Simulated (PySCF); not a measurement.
C₅H₈, SMILES C1C2CC1C2, point group D3h.

Level: PBE0/pcSseg-1 in PySCF (density fitting, grid level 2); geometry and Hessian at that level, cubic constants and property derivatives from steps of ±0.6 along each species' dimensionless normal coordinates, second-order vibrational perturbation theory. The parent has the commonest isotopes.

Equilibrium geometry (Å):

| atom | x | y | z |
| --- | --- | --- | --- |
| C1 | 0.9329 | -0.7973 | -0.0925 |
| C2 | -0.0467 | 0.0485 | -0.9369 |
| C3 | -1.1610 | -0.4118 | 0.0297 |
| C4 | 0.0443 | -0.0484 | 0.9260 |
| C5 | 0.2241 | 1.2095 | 0.0465 |
| H6 | 1.9911 | -0.5099 | -0.1293 |
| H7 | 0.8144 | -1.8868 | -0.1433 |
| H8 | -0.1001 | 0.1054 | -2.0295 |
| H9 | -2.0452 | 0.2331 | 0.1066 |
| H10 | -1.4434 | -1.4712 | -0.0116 |
| H11 | 0.0976 | -0.1052 | 2.0186 |
| H12 | 1.2264 | 1.6551 | 0.0208 |
| H13 | -0.5521 | 1.9810 | 0.1242 |

Species: parent. Output of the displacement run:

```
mode    cm-1    km/mol   phi_rrr   E(+)/cm-1  E(-)/cm-1
  1    539.89     0.32     -45.8      96.06      99.31
  2    542.11     0.31     -27.2      97.03      98.98
  3    813.38     0.00       0.2     146.52     146.50
  4    813.81     0.00      -0.0     146.57     146.60
  5    873.86     7.53       0.1     157.30     157.29
  6    914.33     0.00      48.8     166.25     162.85
  7    927.05     0.94       6.2     167.25     166.80
  8    927.16     0.93      49.1     168.81     165.27
  9    964.02     0.00      -3.0     173.87     174.22
 10   1002.70     0.00      -1.6     180.87     180.98
 11   1031.80     0.00       0.7     186.25     186.21
 12   1032.07     0.00       0.2     186.28     186.27
 13   1115.10     0.08     -18.5     200.25     201.61
 14   1116.62     0.08      19.2     201.87     200.48
 15   1147.76     0.00    -121.6     202.22     211.07
 16   1152.90     0.00       1.1     207.93     207.86
 17   1153.42     0.00       0.5     208.03     207.93
 18   1215.65     0.00       0.1     219.21     218.95
 19   1215.79     0.00      -0.1     219.15     219.06
 20   1267.09    47.76       0.2     228.24     228.22
 21   1277.49     3.91      49.6     232.04     228.47
 22   1277.67     3.90      21.6     231.06     229.51
 23   1488.36     1.25      53.7     270.00     266.09
 24   1490.10     1.25      -2.5     268.16     268.34
 25   1543.96     0.00     -60.9     275.79     280.11
 26   3049.47    63.23    -611.6     528.32     572.30
 27   3049.99    63.73    -237.7     541.73     558.81
 28   3052.78     0.19     667.0     574.23     526.28
 29   3107.49   104.91      -5.2     561.93     562.31
 30   3111.44     0.00    1260.8     607.82     517.18
 31   3114.66     0.36      -0.4     561.59     561.67
 32   3118.74    56.56     -15.6     562.20     563.33
 33   3118.97    57.12     -30.4     561.87     564.06
```

For the shielding of H13 (σe = 29.64 ppm):

| mode | ω (cm⁻¹) | Σr φrrs (cm⁻¹) | ∂σ/∂q | ∂²σ/∂q² |
| --- | --- | --- | --- | --- |
| 1 | 540 | 46 | 0.148 | -0.155 |
| 2 | 542 | 12 | 0.084 | -0.010 |
| 3 | 813 | 0 | 0.000 | -0.100 |
| 4 | 814 | 0 | 0.000 | -0.057 |
| 5 | 874 | 0 | 0.000 | -0.054 |
| 6 | 914 | 616 | -0.182 | 0.002 |
| 7 | 927 | 0 | 0.223 | -0.059 |
| 8 | 927 | 3 | -0.163 | -0.029 |
| 9 | 964 | -32 | -0.113 | -0.168 |
| 10 | 1003 | -17 | -0.001 | -0.199 |
| 11 | 1032 | 6 | 0.000 | -0.174 |
| 12 | 1032 | -1 | 0.000 | -0.048 |
| 13 | 1115 | -32 | -0.166 | -0.215 |
| 14 | 1117 | 18 | 0.238 | -0.017 |
| 15 | 1148 | -1154 | -0.322 | -0.007 |
| 16 | 1153 | -10 | -0.009 | -0.271 |
| 17 | 1153 | 11 | 0.001 | -0.047 |
| 18 | 1216 | -2 | 0.001 | -0.103 |
| 19 | 1216 | -3 | 0.000 | -0.057 |
| 20 | 1267 | 1 | 0.001 | -0.132 |
| 21 | 1277 | 9 | 0.100 | -0.011 |
| 22 | 1278 | -2 | -0.011 | -0.034 |
| 23 | 1488 | 47 | -0.060 | -0.402 |
| 24 | 1490 | 2 | -0.027 | -0.015 |
| 25 | 1544 | -283 | -0.015 | -0.182 |
| 26 | 3049 | -68 | -1.575 | 0.216 |
| 27 | 3050 | -8 | 0.307 | 0.004 |
| 28 | 3053 | 1428 | 0.947 | 0.072 |
| 29 | 3107 | -3 | 0.001 | -0.018 |
| 30 | 3111 | 1385 | 0.346 | -0.001 |
| 31 | 3115 | 10 | 0.932 | 0.084 |
| 32 | 3119 | -3 | -1.146 | 0.122 |
| 33 | 3119 | -1 | -0.247 | 0.004 |

Task: Work out the zero-point average of this shielding.

Result: With ⟨qs⟩ = −Σr φrrs/(4ωs) and ⟨qs²⟩ = 1/2: the mean displacements are -0.021, -0.005, 0.000, 0.000, 0.000, -0.168, 0.000, -0.001, 0.008, 0.004, -0.002, 0.000, 0.007, -0.004, 0.251, 0.002, -0.002, 0.000, 0.001, 0.000, -0.002, 0.000, -0.008, 0.000, 0.046, 0.006, 0.001, -0.117, 0.000, -0.111, -0.001, 0.000, 0.000. The anharmonic term Σ (∂σ/∂q)⟨q⟩ is -0.22 ppm, the harmonic term ¼ Σ ∂²σ/∂q² is -0.52 ppm, so ⟨σ⟩ = 28.91 ppm.
